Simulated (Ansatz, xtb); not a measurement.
# C3H3FO2: which of two isomers lies lower

Structure I: `O=C[C@@H]1O[C@H]1F`, a singlet. Structure II: `O=C[C@@H]1O[C@@H]1F`, a singlet. Both are isolated molecules in the gas phase, relaxed with PBE0-D3(BJ)/def2-SVP; the shapes shown needn't be the lowest conformers.

I (Å):

```
atom    x (Å)    y (Å)    z (Å)
   C  -0.6335  -1.0462  -2.1269
   C  -0.9165  -0.0908  -1.0182
   C   0.1344   0.2813  -0.0604
   F  -0.2283   0.6385   1.1770
   O  -1.3689  -1.9453  -2.4261
   O  -0.1929   1.1464  -1.0610
   H   0.3387  -0.8572  -2.6530
   H  -1.9566  -0.0294  -0.6752
   H   1.1438  -0.1518  -0.0701
```

II (Å):

```xyz
9

C    -1.5163   -1.7656    1.1289
C    -1.7404   -0.6242    0.1914
C    -0.6143    0.2571   -0.1471
F     0.5803    0.0532    0.4297
O    -2.2983   -2.0528    1.9927
O    -1.0139   -0.6849   -1.0451
H    -0.5626   -2.3233    0.9604
H    -2.7700   -0.2491    0.1372
H    -0.7523    1.3135   -0.4124
```

Quicker runs give these differences E(II) − E(I): GFN2-xTB −0.15 kcal/mol; HF/STO-3G −0.28 kcal/mol (at GFN2-xTB geometries); r2SCAN-D4/def2-SVP −0.55 kcal/mol (at GFN2-xTB geometries).

Problem. Estimate E(II) − E(I) at the level CCSD(T)/def2-SVP + ΔMP2/def2-TZVPP.

Solution. CCSD(T)/def2-SVP + ΔMP2/def2-TZVPP gives E(II) − E(I) = −0.35 kcal/mol, slightly favouring structure II, which is too small a margin to settle the true order.

How the difference moves with the method:

```tsv
level	geometry	E(II) − E(I) (kcal/mol)	departure from the last row (kcal/mol)	job, with rough time for the two
GFN2-xTB	GFN2-xTB	−0.15	+0.20	optimisation, 0.43 s
HF/STO-3G	GFN2-xTB	−0.28	+0.06	single point, 0.8 s
r2SCAN-D4/def2-SVP	GFN2-xTB	−0.55	−0.20	single point, 5.6 s
PBE0-D3(BJ)/def2-SVP	PBE0-D3(BJ)/def2-SVP	−0.55	−0.20	optimisation, 86 s
HF/def2-SVP	PBE0-D3(BJ)/def2-SVP	−0.96	−0.61	part of the CCSD(T) run
MP2/def2-SVP	PBE0-D3(BJ)/def2-SVP	−0.75	−0.41	part of the CCSD(T) run
CCSD(T)/def2-SVP	PBE0-D3(BJ)/def2-SVP	−0.85	−0.50	single point
CCSD(T)/def2-SVP + ΔMP2/def2-TZVPP	PBE0-D3(BJ)/def2-SVP	−0.35		single point, 66 s
```

As drawn, both hold the same kinds of bond in the same numbers.

The largest departure from CCSD(T)/def2-SVP + ΔMP2/def2-TZVPP is that of HF/def2-SVP, 0.61 kcal/mol. The last row adds to CCSD(T) the change of the MP2 difference between the two basis sets, here +0.50 kcal/mol.

With harmonic frequencies from PBE0-D3(BJ)/def2-SVP (ideal gas, rigid rotor, one conformer each, 298.15 K, 1 atm): on the last row, ΔE + ΔZPE = −0.25, ΔH = −0.29, ΔG = −0.24 kcal/mol.

The correlated steps freeze 6 core orbitals. Programs: Ansatz 0.2.0, xtb 6.7.1; the last row on 2 threads of AMD EPYC (Zen 3) on a shared host.
